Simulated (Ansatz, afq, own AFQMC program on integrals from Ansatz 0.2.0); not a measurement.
## Where AFQMC and coupled cluster stand for C$_{3}$H$_{8}$GeO, singlet

```csv
atom,x (Å),y (Å),z (Å)
C,-1.3307,-0.6657,-0.2132
C,-0.0713,0.0000,0.3143
C,1.1205,-0.9416,0.3375
O,0.2395,1.1054,-0.5152
Ge,0.3097,2.7807,0.1077
H,-2.1745,0.0404,-0.2056
H,-1.1759,-1.0009,-1.2505
H,-1.6035,-1.5377,0.4005
H,-0.2645,0.3518,1.3504
H,2.0091,-0.4322,0.7395
H,1.3546,-1.2808,-0.6834
H,0.9153,-1.8242,0.9624
H,0.6920,3.3701,-1.3296
```

Basis def2-SVP. Only valence electrons are correlated. Ansatz 0.2.0 and our own AFQMC program on the same integrals; the CISD trial comes from CCSD amplitudes, and released means the phaseless constraint is let go. ± is one standard error of the sampling. No spin–orbit coupling.

Determinant: RHF, the one that the program's search chose, which needn't be the lowest solution. The geometry is a PBE0/def2-SVP stationary point of this or a neighbouring charge and spin state.

No full CI on the walks' own integrals is used here. The released AFQMC energy serves as the reference, which it does only where one determinant dominates, the energy is flat over the last release times and near the phaseless one (40 meV or 2 meV an electron, half that with transition metals). On small molecules, where full CI could be run and the noise was under 10 meV, such values lay within 10 meV of it in 19 cases of 20, a flattering rate, since the rule was set on those same cases; what remains of the bias isn't in the error bar.

Cautions: no relativity below Rb; no spin-orbit coupling; inner d shell frozen; the released value is read at 0.63 1/Eh with a noise of 13 meV, more than in the cases checked, later times being too noisy (meV from the phaseless value at times in 1/Eh: -22 ± 13 at 0.21, -28 ± 12 at 0.42, -16 ± 13 at 0.63, -25 ± 18 at 0.90).

- T1 diagnostic: 0.0164
- weight of the determinant in the CISD state: 0.758
- size of the correlated space: 30 electrons in 110 orbitals

Reference: AFQMC with the constraint released, correlation energy -21.415 ± 0.013 eV.

```tsv
level	E − E(reference) (kJ/mol)	share of correlation (%)
HF	2066.3 ± 1.3	0.00
MP2	225.7 ± 1.3	89.08
CCSD	68.7 ± 1.3	96.68
CCSD(T)	8.4 ± 1.3	99.59
ph-AFQMC/CISD	1.5 ± 1.5	99.93
```

Released energies are given only where the last usable release times agree within the noise; a slower fall can still hide under it.
